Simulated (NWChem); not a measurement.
# Correlation energy of HN

```
N
H 1 1.0605
```
Charge 0, spin multiplicity 3.

Program: NWChem. The geometry was optimised at UPBE/def2-SVP, a minimum by its harmonic frequencies.

Basis set: cc-pVDZ. Each correlation energy counts from its own Hartree-Fock reference.

```json
[
 {"method": "URI-MP2", "correlation energy (mHa)": "-104.2"},
 {"method": "UMP2", "correlation energy (mHa)": "-104.3"},
 {"method": "SCS-UMP2", "correlation energy (mHa)": "-103.5"},
 {"method": "CCSD on UHF", "correlation energy (mHa)": "-124.1"},
 {"method": "CCSD[T] on UHF", "correlation energy (mHa)": "-125.7"},
 {"method": "CCSD(T) on UHF", "correlation energy (mHa)": "-125.6"},
 {"method": "CCSD on ROHF", "correlation energy (mHa)": "-131.0"},
 {"method": "CCSD[T] on ROHF", "correlation energy (mHa)": "-132.7"},
 {"method": "CCSD(T) on ROHF", "correlation energy (mHa)": "-132.7"},
 {"method": "CCSDT on ROHF", "correlation energy (mHa)": "-132.9"}
]
```

The values span 29.5 mHa, from CCSDT on ROHF (lowest) to SCS-UMP2 (highest). 

The correlated methods keep 1 core orbital frozen. This spin state was chosen for the runs; another may lie lower. The structure started from a generated list of species. The unpaired electrons of the parent sit in orbitals of symmetry b1 and b2 (C2v labels of the run); other states weren't searched. No SCF solution was tested for a lower state. Open-shell Hartree-Fock references start from PBE0 orbitals. Coupled-cluster values serve here as a point of comparison, not as the truth.
